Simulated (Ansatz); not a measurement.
# C2H2Cl3F: the cost of one run

Program: Ansatz 0.2.0. Level of theory: RKS BLYP-D4/def2-SVP. These are calculated values, not measurements.

1 further run of the same task is left out (it didn't finish).

### Step 1. Starting point

Bond lengths: Cl1–C2 2.065 Å, C2–Cl3 1.723 Å, C2–Cl4 1.715 Å, C2–C5 1.526 Å, C5–F6 1.356 Å, C5–H7 1.088 Å. Angles: Cl1–C2–Cl3 106.4°, Cl1–C2–Cl4 107.4°, Cl1–C2–C5 93.2°, Cl3–C2–Cl4 113.4°, Cl3–C2–C5 116.2°, Cl4–C2–C5 117.1°, C2–C5–F6 113.1°, C2–C5–H7 113.7°, F6–C5–H7 109.3°.

As a file:

```xyz
8

Cl   -1.6004    0.7519    1.0454
C    -0.0913    0.5927   -0.3545
Cl   -0.8522    0.6390   -1.8992
Cl    0.9923    1.8961   -0.0906
C     0.3408   -0.7838    0.1436
F     1.6159   -0.8053    0.6055
H     0.2120   -1.5751   -0.5913
H    -0.6172   -0.7155    1.1411
```

### Step 2. A restrained relaxation towards end A

Springs on the bonds that form and break draw the guess towards this end; the thresholds are loose.

input.yaml reads:

```yaml
crystal:
  periodic: [false, false, false]
  atoms:
    - { symbol: Cl, position_ang: [-1.6004, 0.7519, 1.0454] }
    - { symbol: C, position_ang: [-0.0913, 0.5927, -0.3545] }
    - { symbol: Cl, position_ang: [-0.8522, 0.639, -1.8992] }
    - { symbol: Cl, position_ang: [0.9923, 1.8961, -0.0906] }
    - { symbol: C, position_ang: [0.3408, -0.7838, 0.1436] }
    - { symbol: F, position_ang: [1.6159, -0.8053, 0.6055] }
    - { symbol: H, position_ang: [0.212, -1.5751, -0.5913] }
    - { symbol: H, position_ang: [-0.6172, -0.7155, 1.1411] }
basis:
  gaussian: { orbitals: def2-SVP }
hamiltonian:
  xc: blyp
  dispersion: d4
relax:
  f_tol: 0.15
  max_steps: 25
  restrain:
    - { distance: [0, 7], at: 2.63, k: 30.0 }
    - { distance: [0, 1], at: 1.78, k: 30.0 }
    - { distance: [4, 7], at: 1.07, k: 30.0 }
```

The run is started by

```sh
> ansatz run input.yaml --threads 2 --pin off --max-ram 3072MiB --backend cpu --events-out ev --progress --plain --runs-dir out
```

Q: Estimate wall time and peak memory on 2 threads of Arm Neoverse V2, shared host.

About 18 s, with a peak of 0.15 GiB.
